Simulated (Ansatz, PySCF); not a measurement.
Reaction: CH4S (SMILES CS) → CH4S+ (parent SMILES CS, doublet) + e-
Each species at its own B3LYP-D3(BJ)/def2-TZVP minimum (Ansatz, a quantum-chemistry and plane-wave program).

Total energies in hartree (Ansatz). Radicals and triplets start from unrestricted determinants; spin-orbit coupling is neglected. Cores are frozen in correlated methods. No relativity.

```csv
species,HF/cc-pV(T+d)Z,CCSD(T)/cc-pV(T+d)Z,HF/cc-pV(Q+d)Z,CCSD(T)/cc-pV(Q+d)Z,CCSD(T)/cc-pV(D+d)Z,CCSDT(Q)/cc-pV(D+d)Z
"1: CH4S (methanethiol, SMILES CS)",-437.75855,-438.17177,-437.76503,-438.20283,-438.06168,-438.06294
"2: CH4S+ (parent SMILES CS, doublet)",-437.45467,-437.82871,-437.46112,-437.85605,-437.72955,-437.73094
```

**Question.** Work out the adiabatic ionisation energy (0 K, zero-point energies from PySCF's Hessians at B3LYP-D3(BJ)/def2-TZVP) in eV: take Hartree-Fock from cc-pV(Q+d)Z, extrapolate the CCSD(T) correlation energy as X^-3 (X = 3, 4), and add CCSDT(Q) - CCSD(T) in cc-pV(D+d)Z. The further terms named in the bracket sum to -0.00137 hartree. 1 hartree = 27.211 eV.

**Answer.** 
Species 1: correlation (64·(-0.43780) - 27·(-0.41322))/37 = -0.45574; step -0.00126; E1 = -437.76503 + (-0.45574) + (-0.00126) = -438.22203
Species 2: correlation (64·(-0.39493) - 27·(-0.37404))/37 = -0.41017; step -0.00139; E2 = -437.46112 + (-0.41017) + (-0.00139) = -437.87268
-1·E1 +1·E2 -0.00137 = 0.34798 hartree = 9.47 eV. Measured: 9.44 eV (CCCBDB table in ASE). The composite differs from it by +0.03 eV; core, relativistic and spin-orbit terms are not in it.
